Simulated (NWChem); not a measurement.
What each level costs for methanol (CH4O)

```xyz
6

C      0.6125    -0.2314     0.0000
O     -0.6650     0.3583     0.0000
H      0.8066    -0.8558     0.8960
H      1.3548     0.5819     0.0000
H      0.8066    -0.8558    -0.8960
H     -1.3230    -0.3478     0.0000
```
Charge 0, spin multiplicity 1.

Everything below was run with NWChem. Structure: optimised with B3LYP/def2-SVP, a minimum by its harmonic frequencies.

Basis set: cc-pVTZ (116 functions). Each entry is one whole single-point run; the coupled-cluster runs use the TCE module, and the SCF and DFT modules converge to different thresholds.

The correlated methods keep 2 core orbitals frozen. B3LYP has NWChem's definition, with VWN1-RPA local correlation.

Problem. Roughly how much processor time does each of these take, relative to RHF: MP2, RI-MP2, B2PLYP, PBE, B3LYP, BP86, CR-CCSD(T)?

Solution. B3LYP about the same, within a factor of 3; RI-MP2 about the same, within a factor of 3; PBE about the same, within a factor of 3; BP86 about the same, within a factor of 3; MP2 about the same, within a factor of 3; B2PLYP about the same, within a factor of 3; CR-CCSD(T) about 30 (rough ratios from shared machines).
